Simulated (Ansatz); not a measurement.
# How far each method lies from full CI for SeH⁺, triplet

Geometry: that of the SeH⁺, singlet, kept fixed.

```tsv
atom	x (Å)	y (Å)	z (Å)
Se	0.0000	0.0000	0.0000
H	0.0000	0.0000	1.4900
```

Basis aug-cc-pVDZ; Ansatz 0.2.0. Only valence electrons are correlated (noble-gas cores and the filled d shells of p-block atoms frozen), which leaves 6 electrons in 31 orbitals. Prefix R: restricted or restricted open-shell reference; prefix U: unrestricted. Active spaces: valence = (6e, 5o) chosen from the atoms' valence shells. No spin–orbit coupling is included, and no scalar relativity.

Full CI is exact within this basis and frozen core; it isn't the basis-set limit. The frozen core follows each run's orbitals, which can shift R against U totals by a few meV for light atoms and by up to 0.1 eV past Ca.

For open shells CISD is restricted-active-space CI with the open shells as a complete middle space.

```
UHF ⟨S²⟩                          : 2.016
T1 diagnostic (RCCSD)             : 0.0191
largest doubles amplitude (RCCSD) : 0.042
```

```tsv
level	E − E(RHF) (eV)
RMP2	-2.3243
RCCSD	-2.8660
RCCSD(T)	-2.9210
```

(1) Estimate how far full CI in aug-cc-pVDZ lies from RCCSD(T). The table doesn't fix it; the size of (T) and the diagnostics are the guide.

(1) Full CI in aug-cc-pVDZ lies 1.4 kJ/mol below RCCSD(T), which is 26 % of the (T) step (-5.3 kJ/mol). The diagnostics give no warning, yet the rest is a sizeable part of (T).

The other levels:

```json
{"level": "CISD", "E − E(full CI) (kJ/mol)": "12.8", "share of correlation (%)": "95.48", "wall time": "0.96 s"}
{"level": "BCCD(T)", "E − E(full CI) (kJ/mol)": "1.4", "share of correlation (%)": "99.52", "wall time": "0.93 s"}
{"level": "RCCSDT", "E − E(full CI) (kJ/mol)": "0.2", "share of correlation (%)": "99.93", "wall time": "–"}
{"level": "RCCSDT(Q)", "E − E(full CI) (kJ/mol)": "0.0", "share of correlation (%)": "100.00", "wall time": "3.6 s"}
{"level": "CASSCF (valence space)", "E − E(full CI) (kJ/mol)": "223.9", "share of correlation (%)": "20.93", "wall time": "–"}
{"level": "NEVPT2 (valence space)", "E − E(full CI) (kJ/mol)": "49.4", "share of correlation (%)": "82.55", "wall time": "1.2 s"}
{"level": "MRCISD (valence space)", "E − E(full CI) (kJ/mol)": "8.0", "share of correlation (%)": "97.17", "wall time": "–"}
{"level": "MRCISD+Q (valence space)", "E − E(full CI) (kJ/mol)": "-1.9", "share of correlation (%)": "100.66", "wall time": "1.4 s"}
```

The correlation energy at full CI, counted from RHF, is -2.935 eV. That run took 34 s on 1 thread of Arm Neoverse V2, shared host over 5,037,396 determinants.

Run but not shown, since their state, orbitals or frozen core can't be matched to the reference's or they repeat it: UHF, UMP2, UCCSD, UCCSD(T), UCCSDT, UCCSDT(Q).

Times hold each run's SCF and search for its determinant on a shared host, so for small cases they say little of a method's own cost; they ran on 1 thread of Arm Neoverse V2. Some runs computed forces too.

More than 5 meV below full CI, which no variational method can be: MRCISD+Q (valence space).

The full-CI state has the irrep A2 of C2v, in the program's axes (one component, if the state is degenerate).

Natural occupations of full CI about the gap: 1.964 1.940 0.993 0.993 0.042 0.011 0.011 0.010 0.010 0.008; effectively unpaired electrons, Σ n²(2−n)², 2.03.
